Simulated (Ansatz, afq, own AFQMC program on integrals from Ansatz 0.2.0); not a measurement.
**Where AFQMC and coupled cluster stand for HSCl, triplet**

```yaml
atoms:
  - { symbol: Cl, position_ang: [0.0000, 0.0000, -1.4843] }
  - { symbol: H, position_ang: [0.0000, 0.0000, -0.0183] }
  - { symbol: S, position_ang: [0.0000, 0.0000, 1.5027] }
```

Connectivity, by distances: Cl ··· S, 1 bridging H.

Basis cc-pVTZ. Noble-gas cores (and the filled d shells of Ga–Kr and In–Xe) are frozen. Ansatz 0.2.0 and our own AFQMC program on the same integrals; the CISD trial comes from CCSD amplitudes, and released means the phaseless constraint is let go. ± is one standard error of the sampling.

Determinant: UHF, the one that the program's search chose, which needn't be the lowest solution. The geometry is a point of a scan.

No full CI on the walks' own integrals is used here; CCSDT(Q) serves as the reference and is uncertain by about the last step of the cluster series.

Cautions: lower spins were not checked; the search met a lower determinant of the same kind, perhaps of another symmetry (10 meV lower).

```
T1 diagnostic                               : 0.0145
weight of the determinant in the CISD state : 0.851
⟨S²⟩ of the determinant                     : 2.049
size of the correlated space                : 14 electrons in 72 orbitals
```

```csv
level,correlation energy (eV)
MP2,-9.1368
CCSD,-10.2772
CCSD(T),-10.6955
```

**Question.** Estimate where AFQMC with the constraint released lies against CCSD(T) on the same integrals.

**Answer.** 58.1 ± 9.0 meV below CCSD(T).

Reference: CCSDT(Q), correlation energy -10.755 eV. The released energy is read at 2.40 1/Eh (meV from the phaseless value at times in 1/Eh: -7 ± 4 at 0.24, -22 ± 5 at 0.51, -21 ± 5 at 0.99, -34 ± 7 at 1.62, -27 ± 9 at 2.40).

| level | E − E(reference) (meV) | share of correlation (%) |
| --- | --- | --- |
| CCSD(T) | 59.5 | 99.45 |
| CCSDT | 19.9 | 99.82 |
| ph-AFQMC/CISD | 28.2 ± 5.7 | 99.74 |
| released AFQMC | 1.4 ± 9.0 | 99.99 |

A walk keeps the symmetry of its determinant, which the program's search chose and which needn't be the lowest solution, so a lower state of the same spin and another symmetry isn't excluded. Released energies are given only where the last usable release times agree within the noise; a slower fall can still hide under it.
